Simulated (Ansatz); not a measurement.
## Two structures, one formula

Two relaxed structures of CH₂OS, singlet (PBE0-D4/def2-TZVP; forces vanish, vibrations not checked).

A:

| atom | x (Å) | y (Å) | z (Å) |
| --- | --- | --- | --- |
| O1 | -0.7052 | -0.6117 | 1.0528 |
| C2 | -0.4336 | -0.3617 | -0.0827 |
| S3 | 0.8488 | 0.7237 | -0.6311 |
| H4 | -0.9698 | -0.7938 | -0.9475 |
| H5 | 1.2599 | 1.0435 | 0.6085 |

B:

```csv
atom,x (Å),y (Å),z (Å)
O1,-1.0027,-0.8455,0.9920
C2,-0.4701,-0.3885,-0.1290
S3,0.7196,0.6951,-0.2484
H4,-0.9538,-0.8531,-0.9879
H5,-0.5480,-0.4105,1.7314
```

Program: Ansatz 0.2.0. Basis: def2-TZVPP. Cores are frozen in the correlated methods. B3LYP uses VWN-RPA correlation.

Task: Which structure is lower at CCSD(T), and by how much? (Judge from chemistry; the value comes from the calculation.)

Result: The calculation gives: A, by 1.23 kcal/mol (electronic energy, against the other). By their contacts, A is CH₂OS ([O][CH][SH]) and B is CH₂OS ([OH][CH][S]).

All methods give the same order:

```json
{"method": "PBE-D4", "E(B) − E(A) (kcal/mol)": "2.25"}
{"method": "r2SCAN-D4", "E(B) − E(A) (kcal/mol)": "2.05"}
{"method": "PBE0-D4", "E(B) − E(A) (kcal/mol)": "1.51"}
{"method": "B3LYP-D4", "E(B) − E(A) (kcal/mol)": "2.31"}
{"method": "wB97M-V", "E(B) − E(A) (kcal/mol)": "1.26"}
{"method": "HF", "E(B) − E(A) (kcal/mol)": "2.98"}
{"method": "MP2", "E(B) − E(A) (kcal/mol)": "0.68"}
{"method": "CCSD", "E(B) − E(A) (kcal/mol)": "1.67"}
{"method": "CCSD(T)", "E(B) − E(A) (kcal/mol)": "1.23"}
```

The T1 diagnostic stays at or below 0.019.

Labels in which every atom is bracketed show which atoms are joined, not bond orders.

For scale, one of the runs: CCSD(T)/def2-TZVPP, 132 basis functions, launched by `ansatz run in.yaml --threads 2 --pin off --events-out ev --progress --plain --max-ram 4352MiB`. Hardware: 2 CPU threads of an Arm Neoverse V1, shared host. Wall time 11 s; peak host memory 0.66 GiB.
